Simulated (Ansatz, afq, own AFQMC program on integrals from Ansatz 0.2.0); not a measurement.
AlO, doublet: AFQMC among the cluster methods

```xyz
2

Al    0.0000    0.0000    0.0000
O     0.0000    0.0000    1.7480
```

Basis 6-31G. Only valence electrons are correlated. Ansatz 0.2.0 and our own AFQMC program on the same integrals; the CISD trial comes from CCSD amplitudes, and released means the phaseless constraint is let go. Error bars are statistical, one sigma.

Determinant: UHF, the one that the program's search chose, which needn't be the lowest solution. The geometry is a point of a scan.

Full CI on the same integrals is exact in this basis and with this determinant's frozen core.

Cautions: the search met a lower determinant of the same kind, perhaps of another symmetry (434 meV lower), and this one is a saddle point; strong correlation (T1 0.105, weight of the determinant 0.71, largest double 0.12); the released energies are still falling, so no released level is given (meV from the phaseless value at times in 1/Eh: -13 ± 9 at 0.24, -1 ± 11 at 0.51, -22 ± 5 at 0.99, -29 ± 7 at 1.62, -45 ± 21 at 2.40).

```
T1 diagnostic                               : 0.1053
weight of the determinant in the CISD state : 0.706
⟨S²⟩ of the determinant                     : 0.787
size of the correlated space                : 9 electrons in 16 orbitals
```

Reference: full CI, correlation energy -4.634 eV. The cautions show a poor starting determinant, so the rows tell how each method copes with it here, and full CI is the sure value.

| level | E − E(reference) (kJ/mol) | share of correlation (%) |
| --- | --- | --- |
| HF | 447.1 | 0.00 |
| MP2 | 110.4 | 75.31 |
| CCSD | 24.0 | 94.64 |
| CCSD(T) | 9.4 | 97.89 |
| ph-AFQMC/CISD | 7.1 ± 0.4 | 98.42 |

A walk keeps the symmetry of its determinant, which the program's search chose and which needn't be the lowest solution, so a lower state of the same spin and another symmetry isn't excluded.
